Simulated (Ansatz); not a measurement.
AsH⁺, doublet: vertical spin and charge gaps

Geometry (PBE0/def2-TZVP stationary point for this spin):

```xyz
2

As    0.0000    0.0000    0.0000
H     0.0000    0.0000    1.5348
```

Basis cc-pVTZ; Ansatz 0.2.0. Only valence electrons are correlated (noble-gas cores and the filled d shells of p-block atoms frozen). R marks a restricted (for open shells ROHF) determinant. Active spaces: valence = (5e, 5o) chosen from the atoms' valence shells. No spin–orbit coupling is included, and no scalar relativity.

Gaps are energies of the second state less the first, at fixed atoms, for a selection of the levels run; each method lands on the state that its own search finds for that charge and spin.

**Question.** PBE gives 1.868 eV for quartet less doublet. Estimate what full CI gives in cc-pVTZ.

**Answer.** Full CI in cc-pVTZ gives 1.761 eV, so against it PBE is off by 0.107 eV.

| level | gap (eV) | error (meV) |
| --- | --- | --- |
| RMP2 | 1.625 | -136 |
| RCCSD | 1.764 | 3 |
| RCCSD(T) | 1.761 | 0 |
| BCCD(T) | 1.761 | 0 |
| RCCSDT | 1.761 | 0 |
| RCCSDT(Q) | 1.761 | 0 |
| MRCISD (valence space) | 1.781 | 20 |
| MRCISD+Q (valence space) | 1.792 | 31 |
| PBE0 | 1.783 | 22 |
| B3LYP | 2.049 | 288 |

Functionals correlate the shells that the reference freezes, so part of their error here is the reference's.

Full CI is exact within this basis and frozen core; it isn't the basis-set limit.
